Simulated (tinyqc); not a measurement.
Worked calculation: Hueckel theory of the pi electrons, for the molecule C=C([CH2+])N (SMILES; centres numbered as the heavy atoms are written). One step of it, computed by the program tinyqc.

Task: Energy, charges, bond orders. E = sum n x; q_r = z_r - P_rr; bond order p = P_rs; free valence = sqrt(3) - sum of p over the bonds of the atom.

x values: 2.075559  0.948429  0.000000  -1.523988

occupations: 2.000000  2.000000  0.000000  0.000000

charge and bond-order matrix P, lower triangle:
```
,1C,2C,3C,4N
1C,0.554078
2C,0.679580,0.964328
3C,0.554078,0.679580,0.554078
4N,-0.179784,0.273988,-0.179784,1.927516
```

Centres:
```
centre,"z_r, pi electrons of the neutral centre",h
1C,1,0.000000
2C,1,0.000000
3C,1,0.000000
4N,2,1.500000
```

Bonds:
```
i,j,k
1,2,1
2,3,1
2,4,0.800000
```

Give: pi energy = 4 alpha + this times beta; pi charges; Bond orders and lengths from R = 1.517 - 0.180 p; free valence of the carbons; gap between the highest filled and the next level.

Result:

pi energy = 4 alpha + this times beta = 6.048

pi charges: 1C 0.446, 2C 0.036, 3C 0.446, 4N 0.072

Bond orders and lengths from R = 1.517 - 0.180 p (angstrom, C-C alone):
```
bond,p,R
1-2,0.680,1.395
2-3,0.680,1.395
2-4,0.274,-
```

free valence of the carbons: 1C 1.052, 2C 0.099, 3C 1.052

gap between the highest filled and the next level = 0.948 |beta|
